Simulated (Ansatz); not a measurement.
**PH3 (phosphine): where methods fail along a bond**

PH3: 4 atoms, total charge 0, spin state singlet. As SMILES, `P`. The coordinates come from a PBE0-D4/def2-TZVP relaxation.

```xyz
4

P     0.3460   -0.3265   -0.3328
H     0.6309   -0.0340    1.0270
H    -1.0055   -0.6630   -0.0572
H     0.0287    1.0235   -0.6369
```

The P1–H4 distance is scanned; the parts on either side stay rigid. Basis 6-31G, 5 core orbitals frozen in the correlated methods; program Ansatz 0.2.0. FCI is exact within this basis and core. Energies in eV from each method's value at 1.420 Å; methods without a U are spin-restricted. The shape above is that at 1.420 Å.

```
distance (Å)  r2SCAN  CAM-B3LYP  CCSDT  CCSDT(Q)   FCI
       1.420    0.00       0.00   0.00      0.00  0.00
       1.775    0.60       0.65   0.49      0.49  0.49
       2.130    1.73       1.85   1.41      1.41  1.41
       2.840    3.57       3.90   2.58      2.58  2.58
       3.549    4.58       5.17   2.87      2.87  2.87
```

Departure from the FCI curve at its largest: r2SCAN +1.70 eV at 3.55 Å; CAM-B3LYP +2.30 eV at 3.55 Å; CCSDT within 0.005 eV; CCSDT(Q) within 0.005 eV. Restricted functionals keep the electrons paired too, and rise too high.
